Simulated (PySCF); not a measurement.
An unknown is described by computed data only.

Formula: C2H8Si.

| Item | Value |
| --- | --- |
| Triplet | lowest triplet excitation (Tamm–Dancoff): 7.68 eV [TDA CAM-B3LYP/aug-cc-pVTZ] |
| Polarisability | 54.6 au [CAM-B3LYP/aug-cc-pVTZ] |
| NMR, other nuclei | isotropic shieldings of nuclei other than C and H, by class: 387 (1 Si) ppm [GIAO B97-2/pcSseg-2] |
| Dipole | 0.76 D [CAM-B3LYP/aug-cc-pVTZ] |
| 1H NMR | chemical shifts (computed TMS as zero) by class: 4.24 (2 H), 0.16 (6 H) ppm [GIAO B97-2/pcSseg-2] |
| UV, first state | lowest singlet excitation: 7.86 eV (158 nm, f = 0.082) [TDDFT CAM-B3LYP/aug-cc-pVTZ] |
| UV, strongest line | among the 10 lowest singlet transitions: S8 at 8.73 eV (142 nm, f = 0.210) [TDDFT CAM-B3LYP/aug-cc-pVTZ] |
| Rotational structure | rotational constants A, B, C: 16.886, 5.892, 4.879 GHz [PBE0-D3(BJ)/def2-TZVP] |
| 13C NMR | chemical shifts (computed TMS as zero) by class: -5.2 (2 C) ppm [GIAO B97-2/pcSseg-2] |

The electronic properties come from PySCF, for the isolated species, density fitting. Levels stand in brackets. Isolated species at its PBE0-D3(BJ)/def2-TZVP geometry, gas phase. Each NMR value is the plain mean over a class of atoms that symmetry, rotation or inversion makes alike.

Question: Propose a structure and show how it fits.

Answer: Numbering: `[CH3:1][SiH2:2][CH3:3]`. Its formula, C2H8Si, gives 0 degrees of unsaturation, so no ring and no π bond. 2 carbons fall into 1 class: Si-methyl carbon [C1/C3] (-5.2 ppm, 2 C). Hydrogen classes from least to most shielded: 2 H on an SiH2 silicon, Si2 (4.24 ppm), 6 H on 2 Si-methyl carbons, C1/C3 (0.16 ppm). The other shieldings belong to: 387 ppm, SiH2 silicon [Si2]. The optimised geometry has point group C2v and is an asymmetric top. Structure: `C[SiH2]C` (dimethylsilane). The assignments are read from this structure; whether some other isomer fits the data as well wasn't checked.
